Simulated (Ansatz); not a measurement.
Geometry optimisation, RKS r2SCAN-D4/def2-SVP in Ansatz.

The input (input.yaml):

```yaml
crystal:
  periodic: [false, false, false]
  atoms:
    - { symbol: Al, position_ang: [0.0, 0.0, 0.0] }
    - { symbol: "N", position_ang: [1.379, 0.0, 1.6102] }
    - { symbol: H, position_ang: [0.502, -0.2713, 2.1402] }
    - { symbol: H, position_ang: [2.256, 0.2713, 2.1402] }
    - { symbol: H, position_ang: [1.7491, 0.0, 0.1958] }
    - { symbol: O, position_ang: [-1.5415, 0.0, -0.89] }
    - { symbol: H, position_ang: [-2.0512, -0.8467, -0.6815] }
basis:
  gaussian: { orbitals: def2-SVP }
hamiltonian:
  xc: r2scan
  dispersion: d4
relax:
  f_tol: 0.15
  max_steps: 25
  restrain:
    - { distance: [1, 4], at: 2.26, k: 30.0 }
    - { distance: [0, 1], at: 1.92, k: 30.0 }
    - { distance: [0, 4], at: 1.56, k: 30.0 }
```

Run as:

```bash
$ ansatz run input.yaml --threads 1 --pin off --max-ram 2048MiB --backend cpu --events-out ev --progress --plain --runs-dir out
```

Question: Where does it end, and by what steps?

Answer: The forces met the threshold. The restraints hold the end off the free minimum; the threshold counts their pulls, which the force column leaves out. Restrained pairs: N2–H5 (1.46 → 2.32 Å), Al1–N2 (2.12 → 1.84 Å), Al1–H5 (1.76 → 1.55 Å). After 8 steps the energy has fallen by 4.653 eV (the restraints' own energy left out); H5 moved furthest, 0.63 Å.

```json
{"step": "0", "energy less start (eV)": "0.0000", "largest force component (eV/Å)": "1.595", "accepted": "yes"}
{"step": "1", "energy less start (eV)": "-0.3946", "largest force component (eV/Å)": "2.577", "accepted": "yes"}
{"step": "2", "energy less start (eV)": "-1.5748", "largest force component (eV/Å)": "4.114", "accepted": "yes"}
{"step": "3", "energy less start (eV)": "-3.2054", "largest force component (eV/Å)": "3.564", "accepted": "yes"}
{"step": "4", "energy less start (eV)": "-4.2550", "largest force component (eV/Å)": "3.007", "accepted": "yes"}
{"step": "5", "energy less start (eV)": "-4.5426", "largest force component (eV/Å)": "2.145", "accepted": "yes"}
{"step": "6", "energy less start (eV)": "-4.6559", "largest force component (eV/Å)": "2.095", "accepted": "yes"}
{"step": "7", "energy less start (eV)": "-4.6486", "largest force component (eV/Å)": "2.208", "accepted": "yes"}
{"step": "8", "energy less start (eV)": "-4.6526", "largest force component (eV/Å)": "2.133", "accepted": "yes"}
```

```xyz
7
Properties=species:S:1:pos:R:3
Al 0.322 -0.057 -0.007
N 0.910 -0.076 1.738
H 0.511 -0.195 2.667
H 1.908 0.107 1.796
H 1.790 0.244 -0.384
O -1.141 -0.315 -0.813
H -2.007 -0.556 -0.483
```

Time of the run: 13 s on 1 thread of Intel(R) Xeon(R) 6975P-C (Granite Rapids), with other jobs on the host, peak memory 0.17 GiB.
